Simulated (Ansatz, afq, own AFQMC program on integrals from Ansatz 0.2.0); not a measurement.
**AlSiH3, singlet → AlSiH3, triplet, worked out**

| atom | x (Å) | y (Å) | z (Å) |
| --- | --- | --- | --- |
| Si | 0.0000 | -0.0799 | 1.3073 |
| Al | 0.0000 | 0.0272 | -1.2555 |
| H | 0.0000 | 1.4459 | 1.3837 |
| H | 0.0000 | 1.3800 | -2.1018 |
| H | 0.0000 | -1.3261 | -2.1006 |

Connectivity, by distances: SiH–AlH2.

Both states at this geometry.

Basis cc-pVDZ. Noble-gas cores (and the filled d shells of Ga–Kr and In–Xe) are frozen. AFQMC by an in-house program on the Cholesky factors that Ansatz 0.2.0 writes for its CCSD(T) run. The CISD trial takes its coefficients from CCSD amplitudes. Released means that phaseless walkers are propagated on without the constraint, phases kept. Error bars are statistical, one sigma.

Total energies in eV. CBS is CCSD(T) at the limit of def2-TZVPP/QZVPP (MP2 extrapolated, CCSD(T) minus MP2 added); the highest rung of each member is named.

Cautions: AlSiH₃ (singlet): restricted determinant unstable towards unrestricted (UHF 278 meV lower, ⟨S²⟩ 0.71); AlSiH₃ (triplet): another spin lies lower; core correlation is missing, and it shifts such a gap most where an s electron is promoted.

| member | count | CCSD(T)/cc-pVDZ | highest rung in cc-pVDZ | which | CCSD(T)/CBS |
| --- | --- | --- | --- | --- | --- |
| AlSiH₃, triplet | +1 | -14495.1237 | -14495.1691 | CCSDT(Q) | -14497.4629 |
| AlSiH₃, singlet | -1 | -14495.4209 | -14495.4596 | CCSDT(Q) | -14497.8863 |

Work out the best estimate of the vertical spin gap: the CCSD(T)/CBS difference plus the step from CCSD(T) to the highest rung.

Sums with the counts: CCSD(T)/CBS 0.4234 eV, highest rung 0.2905 eV, CCSD(T)/cc-pVDZ 0.2972 eV. The step is 0.2905 − 0.2972 = -0.0067 eV, so the best estimate is 0.4234 + (-0.0067) = 0.4167 eV = 40.2 kJ/mol. The basis set is worth 0.126 eV of it. Zero-point, core-correlation and spin–orbit terms aren't in it. Past Ne the Hartree–Fock part of each CBS total tends to overshoot, since the cores don't follow the formula; that largely cancels in the difference.

Best estimates are given only where the step beyond CCSD(T) is under 0.3 eV and no member's determinant is very poor (T1 over 0.05, or 0.07 for open shells, ⟨S²⟩ too high by 0.3, two states mixed), so the hardest cases are missing from such tables.

CCSDT and higher add their correlation energy to the determinant of the CCSD(T) run, since their own runs factorise the integrals more tightly (a shift of under 2 meV). Each member of a difference takes its own highest rung, so a best estimate needn't equal the limit plus the step of one row.
